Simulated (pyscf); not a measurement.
A first-order saddle from PySCF, ωB97X-D3(BJ)/def2-SVP:

```xyz
6

Si    -1.3328    -0.5410    -0.2991
H     -0.9578     0.0210     1.1342
H     -0.4672    -1.7032    -0.5382
H     -2.7622    -0.2695    -0.4999
H     -0.5478     0.7298    -0.8284
H     -0.5526     0.6917     0.3089
```
Charge +1, spin multiplicity 1.

Surface: singlet, charge 1. Lowest wavenumbers (cm⁻¹): 1522i, 739, 830, 831, 898.

Problem. Which two sides does it connect, and which bonds change?

Solution. SiH₃⁺ + H₂ <-> SiH₃⁺ + H₂, a four-centre exchange read from left to right: H–Si, H–H broken and H–Si, H–H formed. At ωB97M-D3(BJ)/def2-TZVP it lies +6.8 kcal/mol from the left side and +6.8 kcal/mol from the right (each side as separated species at their lowest minima found). On the reactant side the descent ends in a bound adduct, 17.5 kcal/mol under the separated species and 24.1 kcal/mol under the saddle at ωB97X-D3(BJ)/def2-TZVP. On the product side the descent ends in a bound adduct, 17.5 kcal/mol under the separated species and 24.1 kcal/mol under the saddle at ωB97X-D3(BJ)/def2-TZVP. At the saddle there is also a short H–Si contact that neither side keeps. One saddle was located; it need not be the lowest between these sides.
